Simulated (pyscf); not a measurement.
Structures and frequencies: ωB97X-D3(BJ)/def2-SVP in PySCF.

**Question.** `[GeH3][SbH2]` + `[H][H]` -> `[SbH3]` + `[GeH4]`
Surface: singlet. Broken: Ge–Sb, H–H. Formed: H–Sb, Ge–H. Give ΔE‡ and ΔE from ωB97M-D3(BJ)/def2-TZVP, relative to the separated reactants.

**Answer.** ΔE‡ = 3.17 eV, ΔE = +0.21 eV. Zero-point energy shifts the barrier by +0.05 eV. It is a four-centre exchange, with an imaginary mode of 959i cm⁻¹. The same reactants have a lower exit, to GeH₃• + SbH₂• + H₂ (no saddle counted: cutting one bond costs +2.39 eV at ωB97M-D3(BJ)/def2-TZVP, against +3.17 eV here). One saddle was located; it need not be the lowest between these sides. One closed-shell reference is unstable to symmetry breaking; treat the single-reference values with care. Elements up to Kr have no core potential and no relativistic terms here. Elements past Kr carry the def2 core potentials, without spin-orbit coupling.
